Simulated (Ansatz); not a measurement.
Input file:

```yaml
crystal:
  periodic: [false, false, false]
  atoms:
    - {symbol: Al, position_ang: [0.000000, -0.172688, 1.471904]}
    - {symbol: Al, position_ang: [0.000000, 0.172688, -1.471904]}
    - {symbol: H, position_ang: [0.000000, 1.124714, 2.446031]}
    - {symbol: H, position_ang: [0.000000, -1.124714, -2.446031]}
basis:
  gaussian: {orbitals: 6-31G}
magnetization: {spin_polarized: false}
correlation: {method: ccsdtq, electrons: outside_noble_gas}
```

```sh
$ ansatz run in.yaml --threads 1 --pin off --events-out ev --progress --plain --max-ram 4096MiB --backend cpu
```

Log:

```
610 factors; integrals over basis functions are off by at most 6.9e-8 eV
mean field evaluation 1: about -13193.2492 eV, gradient 7.2e0 eV
mean field evaluation 2: about -13193.2511 eV, gradient 7.2e0 eV
mean field evaluation 4: about -13193.7152 eV, gradient 4.8e-1 eV
mean field evaluation 8: about -13193.7179 eV, gradient 3.4e-4 eV
mean field evaluation 16: about -13193.7179 eV, gradient 2.0e-6 eV
mean field -13193.71785559 eV, -484.8601881699 hartree, gradient 2.0e-6 eV, S^2 0.000000; 0 other end points of the search recorded, 0 dependent functions left out; unrestricted orbitals would lower it
10 core orbitals not correlated: weight in the atoms' cores, before any rotation towards them, 1.000 or more for the frozen orbitals, at most 0.000 for the correlated occupied ones
reference -13193.71785559 eV, -484.8601881699 hartree; 4, 4 occupied and 16, 16 virtual orbitals, 610 factors
second order -1.74723668 eV of doubles, -0.00000000 eV of singles
cycle   1  -2.25568664 eV  change   -5.1e-1 eV  update   9.5e-2
cycle   2  -2.65577347 eV  change   -4.0e-1 eV  update   5.3e-2
cycle   3  -2.69862987 eV  change   -4.3e-2 eV  update   2.2e-2
cycle   4  -2.71662446 eV  change   -1.8e-2 eV  update   1.3e-2
cycle   5  -2.72658193 eV  change   -1.0e-2 eV  update   6.2e-3
cycle   6  -2.72505173 eV  change    1.5e-3 eV  update   2.7e-3
cycle   7  -2.72346295 eV  change    1.6e-3 eV  update   1.1e-3
cycle   8  -2.72404397 eV  change   -5.8e-4 eV  update   4.8e-4
cycle   9  -2.72434752 eV  change   -3.0e-4 eV  update   2.2e-4
cycle  10  -2.72417430 eV  change    1.7e-4 eV  update   1.0e-4
cycle  11  -2.72420209 eV  change   -2.8e-5 eV  update   5.4e-5
cycle  12  -2.72419130 eV  change    1.1e-5 eV  update   2.5e-5
cycle  13  -2.72420330 eV  change   -1.2e-5 eV  update   1.3e-5
cycle  14  -2.72421095 eV  change   -7.7e-6 eV  update   6.9e-6
cycle  15  -2.72420926 eV  change    1.7e-6 eV  update   4.2e-6
cycle  16  -2.72420682 eV  change    2.4e-6 eV  update   2.3e-6
cycle  17  -2.72420602 eV  change    8.0e-7 eV  update   1.3e-6
cycle  18  -2.72420635 eV  change   -3.3e-7 eV  update   9.7e-7
cycle  19  -2.72420697 eV  change   -6.2e-7 eV  update   3.9e-7
Total energy: -13196.44206257 eV, -484.9603009296 hartree
```

For the same geometry and basis full CI lies 0.2 meV lower.

Ran on 1 thread of AMD EPYC 7R13, shared host: 4.2 s wall, 0.23 GiB peak host memory.
